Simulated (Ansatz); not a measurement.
SiF2H2 (SiH₂F₂). Total charge 0; triplet. Geometry r2SCAN-D4/def2-TZVP, that of the neutral singlet.

Cartesian coordinates in Å:
```
Si -0.052 -0.006 0.015
F 1.047 0.857 0.766
F 0.629 -0.663 -1.258
H -1.126 0.895 -0.440
H -0.497 -1.084 0.916
```

At PBE0-D4/def2-TZVP a singlet of charge 0 lies 7.96 eV below the triplet at the same geometry.

**Question.** Estimate the α-spin orbital energies around the gap (eV) in Ansatz with PBE-D4/def2-TZVP, r2SCAN-D4/def2-TZVP, PBE0-D4/def2-TZVP.

**Answer.** 
```tsv
orbital	PBE-D4/def2-TZVP	r2SCAN-D4/def2-TZVP	PBE0-D4/def2-TZVP
HOMO−5	-12.55	-13.09	-14.56
HOMO−4	-11.34	-11.81	-13.28
HOMO−3	-11.06	-11.55	-13.07
HOMO−2	-10.70	-11.18	-12.69
HOMO−1	-10.25	-10.82	-12.08
HOMO	-1.63	-1.78	-2.47
LUMO	-1.11	-0.73	-0.24
LUMO+1	-0.07	0.40	0.83
LUMO+2	1.21	1.75	2.14
LUMO+3	2.55	3.09	3.29
LUMO+4	2.65	3.39	3.40
LUMO+5	4.38	4.80	5.24
β HOMO	-10.46	-10.77	-11.90
β LUMO	-8.88	-8.89	-8.22
```
